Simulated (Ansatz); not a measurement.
`O/C=C(/F)Cl` + H₂ → `O/C=C\Cl` + H–F at 700 K and 1 bar (hydrogenolysis of a C–F bond).

Isolated molecules relaxed with PBE0-D4/def2-TZVP in Ansatz; ΔE leaves out vibrations. CCSD(T)/CBS adds triple-zeta CCSD(T) − MP2 to the extrapolated MP2 energy (def2 sets, frozen cores). This one scheme is used for every species. Double bonds are as drawn, so ΔE can hold a change between cis and trans. Each species was taken in one conformer, which may not be the lowest.

| species | CCSD(T)/CBS energy (Eh) | H − E (kJ/mol) | S (J/(mol·K)) |
| --- | --- | --- | --- |
| `O/C=C(/F)Cl` | -712.00367 | 162.8 | 390.2 |
| H₂ | -1.17544 | 46.8 | 155.3 |
| `O/C=C\Cl` | -612.83223 | 177.4 | 360.8 |
| H–F | -100.39570 | 45.2 | 198.5 |

H − E and S are ideal-gas, rigid-rotor, harmonic terms from PBE0-D4/def2-TZVP, for one conformer and one mirror image of each species. The MP2-based limit puts H₂ 0.8 mEh under its directly extrapolated value; such offsets cancel only in part. 1 Eh = 2625.50 kJ/mol, R = 8.31446 J/(mol·K).

Q: By hand: ΔE, ΔH, ΔS and ΔG.

A: ΔE = (-612.83223) + (-100.39570) − (-712.00367) − (-1.17544) = -0.04882 Eh = -128.2 kJ/mol. Δ(H − E) = 177.4 + 45.2 − 162.8 − 46.8 = 13.0, so ΔH = -115.2 kJ/mol. ΔS = 360.8 + 198.5 − 390.2 − 155.3 = 13.8 J/(mol·K). ΔG = -115.2 − 700 × (13.8)/1000 = -124.9 kJ/mol.

Q: By hand: the equilibrium constant, and the temperature at which ΔG would vanish if ΔH and ΔS stayed fixed.

A: log₁₀ K = −ΔG/(RT ln 10) = 9.3. ΔH and −TΔS have one sign here, so there is no such temperature.

The number of gas molecules stays the same, so ΔS is small and ΔH decides. A doubt of 5 kJ/mol in ΔE shifts log₁₀ K by 0.4 here. Other conformers and mirror images would add mixing entropy, several J/(mol·K) or more a flexible species. These are equilibria of isolated gas molecules and say nothing of rates. Largest T1 diagnostic: 0.012 (customary marks: 0.02 for closed shells, 0.045 for open ones).
